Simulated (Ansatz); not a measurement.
# ClH4NSi: molecular dynamics

The plan is to follow the molecule's vibrations and see whether its bonds hold. The start is relaxed first. Runs: 300 steps of 0.5 fs under a Langevin thermostat at 50 K. SMILES of the start: N[SiH2]Cl.

Method: RHF/6-31G*, in Ansatz 0.2.0.

### Step 1. Starting point

Bond lengths: Si1–Cl2 2.130 Å, Si1–H3 1.460 Å, Si1–N4 1.819 Å, N4–H5 1.060 Å, N4–H6 1.060 Å, Si1–H7 1.459 Å. Angles: Cl2–Si1–H3 109.5°, Cl2–Si1–N4 109.5°, Cl2–Si1–H7 109.5°, H3–Si1–N4 109.5°, H3–Si1–H7 109.5°, N4–Si1–H7 109.5°, Si1–N4–H5 120.0°, Si1–N4–H6 120.0°, H5–N4–H6 120.0°.

As a file:

```xyz
7

Si    0.0000    0.0000    0.0000
Cl    0.0000    0.0000    2.1300
H     1.3768    0.0000   -0.4862
N    -0.8572    1.4851   -0.6061
H    -1.8773    1.4300   -0.8888
H    -0.3367    2.4058   -0.6766
H    -0.6877   -1.1914   -0.4862
```

### Step 2. Relaxing the start

Contents of input.yaml:

```yaml
crystal:
  periodic: [false, false, false]
  atoms:
    - { symbol: Si, position_ang: [0.0, 0.0, 0.0] }
    - { symbol: Cl, position_ang: [0.0, 0.0, 2.13] }
    - { symbol: H, position_ang: [1.3768, 0.0, -0.4862] }
    - { symbol: "N", position_ang: [-0.8572, 1.4851, -0.6061] }
    - { symbol: H, position_ang: [-1.8773, 1.43, -0.8888] }
    - { symbol: H, position_ang: [-0.3367, 2.4058, -0.6766] }
    - { symbol: H, position_ang: [-0.6877, -1.1914, -0.4862] }
basis:
  gaussian: { orbitals: "6-31G*" }
hamiltonian:
  xc: hf
relax:
  f_tol: 0.02
  max_steps: 40
output:
  orbitals: {}
```

The run is started by

```
$ ansatz run input.yaml --threads 1 --pin off --max-ram 2048MiB --backend cpu --events-out ev --progress --plain --runs-dir out
```

After this run come: The run.

Before running it: what results should come out? Wanted: relaxation of the start; temperature, first and last step; temperature, second half; potential energy, second half; bonds formed or broken.

**Answer**, as computed:

| quantity | value |
| --- | --- |
| relaxation of the start | 6 moves, 0.507 eV lower |
| length | 300 steps of 0.5 fs |
| temperature, first and last step | 43 and 64 K |
| temperature, second half | mean 59 K, from 26 to 106 K |
| potential energy, second half | +6 meV/atom from the start |
| bonds formed or broken | 0 |

In words: Against a set 50 K the second half averages 59 K with a spread of 17 K. The bonds all hold. Averages from a run of 150 fs with 7 atoms are rough. The nuclei move classically, without zero-point motion, which matters most for hydrogen.
